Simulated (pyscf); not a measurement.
PySCF, gas phase, ωB97X-D3(BJ)/def2-SVP geometries.

### Question
How much does it cost (ΔH, 298 K, ωB97M-D3(BJ)/def2-TZVP) to split F–Si:–SiH₃ [singlet] at its H–Si bond into [F–Si=SiH₂]• + H•?

### Answer
H–Si to [F–Si=SiH₂]• + H•: 3.41 eV. The 7 functionals that were run give +3.12 (PBE) to +3.41 eV (ωB97X-D3(BJ)). The radicals are drawn with the spin at the cut bond; how far it spreads was not checked. Other isomers of F–Si:–SiH₃ [singlet], [F–Si=SiH₂]• were not searched in full and may lie lower.
